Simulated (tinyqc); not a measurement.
G0W0 on RHF in the sto-3g basis, for H2O, spin multiplicity 1, step by step. One step of it, computed by the program tinyqc.

Question. G0W0 on Hartree-Fock: HOMO. W(p,q,m) = sqrt2 sum_ia (pq|ia) (X+Y)_ia,m; Sigma_c(x) = sum_(i,m) W^2/(x - e_i + w_m) + sum_(a,m) W^2/(x - e_a - w_m); solve x = e_p + Sigma_c(x) by Newton steps; Z = 1/(1 - dSigma/dx); 1 hartree = 27.211386 eV.

orbital energies (hartree): MO1 -20.282434, MO2 -1.192854, MO3 -0.504812, MO4 -0.440966, MO5 -0.393006, MO6 0.431060, MO7 0.501299

Two-electron integrals over orbitals (pq|rs), unique and non-zero (hartree):
```
(11|11) 4.747666    (21|11) -0.434583   (21|21) 0.062790    (22|11) 1.030057
(22|21) -0.016128   (22|22) 0.727633    (31|11) -0.008444   (31|21) 0.001114
(31|22) -0.000696   (31|31) 0.011020    (32|11) 0.006968    (32|21) -0.000443
(32|22) 0.000135    (32|31) 0.017010    (32|32) 0.124413    (33|11) 0.758122
(33|21) -0.005034   (33|22) 0.608510    (33|31) 0.000127    (33|32) -0.001017
(33|33) 0.582327    (41|11) 0.158704    (41|21) -0.021493   (41|22) 0.011263
(41|31) -0.000575   (41|32) -0.000044   (41|33) 0.005288    (41|41) 0.022244
(42|11) -0.154238   (42|21) 0.007679    (42|22) -0.034500   (42|31) -0.000020
(42|32) -0.001073   (42|33) 0.001660    (42|41) 0.017331    (42|42) 0.129030
(43|11) -0.007939   (43|21) 0.000268    (43|22) -0.003366   (43|31) -0.002554
(43|32) 0.027343    (43|33) -0.003847   (43|41) 0.000456    (43|42) 0.004735
(43|43) 0.060478    (44|11) 0.891177    (44|21) -0.010214   (44|22) 0.645849
(44|31) 0.000036    (44|32) 0.005496    (44|33) 0.553527    (44|41) -0.007199
(44|42) -0.082363   (44|43) -0.000890   (44|44) 0.658846    (51|51) 0.025933
(52|51) 0.033564    (52|52) 0.153156    (53|51) 0.000612    (53|52) 0.002273
(53|53) 0.026178    (54|51) -0.011388   (54|52) -0.043149   (54|53) -0.001052
(54|54) 0.044740    (55|11) 1.115366    (55|21) -0.012338   (55|22) 0.759216
(55|31) -0.000239   (55|32) 0.003695    (55|33) 0.595993    (55|41) 0.004500
(55|42) -0.084198   (55|43) -0.004544   (55|44) 0.665597    (55|55) 0.880159
(61|11) -0.174419   (61|21) 0.026798    (61|22) -0.001971   (61|31) 0.001265
(61|32) 0.001090    (61|33) 0.000917    (61|41) 0.004579    (61|42) 0.021059
(61|43) 0.000377    (61|44) -0.014013   (61|55) -0.004796   (61|61) 0.024247
(62|11) 0.242354    (62|21) -0.005545   (62|22) 0.123864    (62|31) 0.000709
(62|32) 0.004856    (62|33) 0.064950    (62|41) 0.018335    (62|42) 0.038498
(62|43) -0.002012   (62|44) 0.049023    (62|55) 0.129973    (62|61) 0.012477
(62|62) 0.093090    (63|11) 0.026037    (63|21) -0.000520   (63|22) 0.012854
(63|31) 0.002702    (63|32) -0.029457   (63|33) 0.009700    (63|41) 0.000200
(63|42) -0.005877   (63|43) -0.038923   (63|44) 0.004736    (63|55) 0.014767
(63|61) -0.000012   (63|62) 0.006632    (63|63) 0.070857    (64|11) 0.295173
(64|21) -0.004216   (64|22) 0.143275    (64|31) -0.000643   (64|32) -0.004894
(64|33) 0.054468    (64|41) 0.000012    (64|42) -0.060674   (64|43) -0.007373
(64|44) 0.130774    (64|55) 0.166234    (64|61) -0.003229   (64|62) 0.054253
(64|63) 0.014974    (64|64) 0.115750    (65|51) 0.011576    (65|52) 0.046176
(65|53) 0.002173    (65|54) 0.008790    (65|65) 0.033040    (66|11) 0.788494
(66|21) -0.007817   (66|22) 0.593052    (66|31) 0.000600    (66|32) 0.012604
(66|33) 0.542839    (66|41) 0.016051    (66|42) 0.039646    (66|43) 0.011780
(66|44) 0.546289    (66|55) 0.580460    (66|61) 0.009028    (66|62) 0.091199
(66|63) -0.007772   (66|64) 0.059171    (66|66) 0.582713    (71|11) 0.018407
(71|21) -0.002880   (71|22) 0.000041    (71|31) 0.013957    (71|32) 0.020849
(71|33) 0.000391    (71|41) 0.000173    (71|42) -0.001264   (71|43) -0.003303
(71|44) 0.001123    (71|55) 0.000496    (71|61) -0.000749   (71|62) 0.000633
(71|63) 0.002976    (71|64) -0.000502   (71|66) 0.000775    (71|71) 0.018014
(72|11) -0.026171   (72|21) 0.000561    (72|22) -0.013352   (72|31) 0.015162
(72|32) 0.058555    (72|33) -0.003859   (72|41) -0.001170   (72|42) -0.000531
(72|43) -0.029883   (72|44) -0.007860   (72|55) -0.013838   (72|61) 0.000649
(72|62) -0.002609   (72|63) 0.027312    (72|64) -0.006345   (72|66) -0.009578
(72|71) 0.018566    (72|72) 0.069626    (73|11) 0.372642    (73|21) -0.006893
(73|22) 0.172745    (73|31) 0.000070    (73|32) 0.009114    (73|33) 0.089565
(73|41) -0.000208   (73|42) -0.080238   (73|43) 0.001535    (73|44) 0.127859
(73|55) 0.206861    (73|61) -0.005341   (73|62) 0.061502    (73|63) 0.003666
(73|64) 0.112982    (73|66) 0.051275    (73|71) 0.000702    (73|72) -0.008669
(73|73) 0.166180    (74|11) -0.012521   (74|21) 0.000153    (74|22) -0.005279
(74|31) -0.007837   (74|32) -0.070446   (74|33) -0.000671   (74|41) -0.000336
(74|42) 0.000030    (74|43) -0.021185   (74|44) -0.008480   (74|55) -0.006866
(74|61) -0.000893   (74|62) -0.004668   (74|63) 0.056054    (74|64) 0.002981
(74|66) -0.014854   (74|71) -0.010053   (74|72) -0.015392   (74|73) -0.011970
(74|74) 0.073576    (75|51) -0.001215   (75|52) -0.004871   (75|53) 0.023715
(75|54) 0.000220    (75|65) -0.000879   (75|75) 0.024550    (76|11) 0.000580
(76|21) -0.000042   (76|22) -0.001382   (76|31) 0.006663    (76|32) 0.075784
(76|33) -0.001874   (76|41) -0.000998   (76|42) -0.003017   (76|43) 0.065699
(76|44) 0.005888    (76|55) 0.000494    (76|61) -0.000345   (76|62) -0.003401
(76|63) -0.059601   (76|64) -0.009059   (76|66) 0.015690    (76|71) 0.008409
(76|72) -0.004105   (76|73) 0.011034    (76|74) -0.060772   (76|76) 0.104995
(77|11) 0.809951    (77|21) -0.008344   (77|22) 0.596877    (77|31) -0.001569
(77|32) -0.014379   (77|33) 0.570935    (77|41) 0.003721    (77|42) -0.015814
(77|43) -0.012711   (77|44) 0.558201    (77|55) 0.594397    (77|61) -0.002677
(77|62) 0.055504    (77|63) 0.018349    (77|64) 0.053378    (77|66) 0.540586
(77|71) -0.001457   (77|72) -0.005408   (77|73) 0.086546    (77|74) 0.010583
(77|76) -0.017020   (77|77) 0.583115
```

excitation energies w (hartree): 0.887639  0.942176  0.956538  0.965718  1.170086  1.344560  1.824003  1.839293  20.761898  20.819780

X + Y:
```
            1          2          3          4          5          6          7          8
1>6  0.000000   0.000000   0.000156   0.000080   0.000142   0.001686  -0.001466  -0.001306
1>7  0.000000   0.000000   0.000643   0.001244   0.001008  -0.000208  -0.002656   0.002296
2>6  0.000000   0.000000  -0.032923   0.028604  -0.009390  -0.295246   0.628280   0.653203
2>7  0.000000   0.000000   0.042512   0.074537  -0.022218   0.029295   0.698608  -0.657490
3>6  0.000000   0.000000  -0.388850  -0.606971   0.606685   0.029750   0.040058  -0.019068
3>7  0.000000   0.000000  -0.414698   0.258067  -0.049312   0.734331   0.099120   0.130837
4>6  0.000000   0.000000   0.756577  -0.347226   0.086546   0.363694   0.066758   0.085101
4>7  0.000000   0.000000   0.227227   0.639194   0.651167  -0.029973  -0.021619   0.007933
5>6  0.963084  -0.028289   0.000000   0.000000   0.000000   0.000000   0.000000   0.000000
5>7  0.030361   0.973819   0.000000   0.000000   0.000000   0.000000   0.000000   0.000000

             9         10
1>6   0.998500  -0.025762
1>7   0.025842   0.998800
2>6   0.000189   0.000005
2>7   0.000018   0.000292
3>6   0.000001   0.000026
3>7  -0.000050   0.000008
4>6  -0.000026  -0.000003
4>7  -0.000010  -0.000087
5>6   0.000000   0.000000
5>7   0.000000   0.000000
```

Give: The 12 largest terms at x = e_p; Newton steps; quasiparticle energy of the HOMO; Hartree-Fock value.

Answer.

The 12 largest terms at x = e_p (hartree; W for the signs of X + Y given):

| q | m | W | term |
|---|---|---|---|
| 5 | 6 | 0.2464 | 0.0451 |
| 5 | 8 | 0.1907 | 0.0198 |
| 5 | 7 | 0.1476 | 0.0119 |
| 2 | 1 | 0.0627 | 0.0023 |
| 5 | 3 | 0.0393 | 0.0016 |
| 6 | 1 | 0.0450 | -0.0012 |
| 3 | 2 | 0.0326 | 0.0010 |
| 7 | 2 | 0.0338 | -0.0006 |
| 5 | 4 | -0.0212 | 4.66e-04 |
| 4 | 1 | 0.0120 | 1.53e-04 |
| 5 | 5 | 0.0110 | 1.03e-04 |
| 2 | 2 | -0.0086 | 4.20e-05 |

Newton steps (hartree):

| step | x | Sigma_c(x) | Z |
|---|---|---|---|
| 0 | -0.3930 | 0.0808 | 0.9463 |
| 1 | -0.3165 | 0.0767 | 0.9512 |
| 2 | -0.3163 | 0.0767 | 0.9512 |
| 3 | -0.3163 | 0.0767 | 0.9512 |

quasiparticle energy of the HOMO = -8.6079 eV

Hartree-Fock value = -10.6942 eV
